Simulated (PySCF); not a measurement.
The first ionisation energy along group 14

Calculated with PySCF 2.14 from differences of total energies of unrestricted determinants, without spin-orbit coupling. Values in eV. The last column holds reference values (NIST; (s) semi-empirical, (t) theoretical, else measured). Unmarked ones compare directly (S terms, centres of terms, or small fine structure); those marked * lie between the lowest fine-structure levels and include a spin-orbit shift.

| element | configurations | SCS-MP2 (valence and next inner shell) | CCSD (valence and next inner shell) | CCSD(T) (valence and next inner shell) | PBE | MP2 (valence) | SCS-MP2 (valence) | reference |
| --- | --- | --- | --- | --- | --- | --- | --- | --- |
| C (def2-TZVPPD, non-relativistic) | [He] 2s2 2p2 → [He] 2s2 2p1 | 11.125 | 11.166 | 11.190 | 11.533 | 11.245 | 11.118 | 11.262 |
| Si (def2-TZVPPD, non-relativistic) | [Ne] 3s2 3p2 → [Ne] 3s2 3p1 | 7.949 | 8.062 | 8.098 | 8.194 | 8.042 | 7.956 | 8.157 |
| Sn (def2-TZVPPD with the def2 core potential (28 electrons), ECP) | [Kr] 4d10 5s2 5p2 → [Kr] 4d10 5s2 5p1 | 7.138 | 7.225 | 7.251 | 7.257 | 7.144 | 7.080 | 7.389 |
| Pb (def2-TZVPPD with the def2 core potential (60 electrons), ECP) | [Xe] 4f14 5d10 6s2 6p2 → [Xe] 4f14 5d10 6s2 6p1 | 6.828 | 6.908 | 6.934 | 6.977 | 6.821 | 6.759 | 7.417 * |

Task: Fill in the row of Ge (def2-TZVPPD, non-relativistic) ([Ar] 3d10 4s2 4p2 → [Ar] 3d10 4s2 4p1).

Result: SCS-MP2 (valence and next inner shell) 7.757; CCSD (valence and next inner shell) 7.849; CCSD(T) (valence and next inner shell) 7.879; PBE 7.896; MP2 (valence) 7.775; SCS-MP2 (valence) 7.701; reference 7.925 (eV).

For Pb a determinant mixes LS terms or the coupling is close to jj, so these rows are model values.

"Valence" correlates the outer s and p shells and, in groups 3 to 12 and the f block, the outer d or f shell, open or full, or the next shell where the ion has no valence electron left; the wider scheme adds the next inner shell.
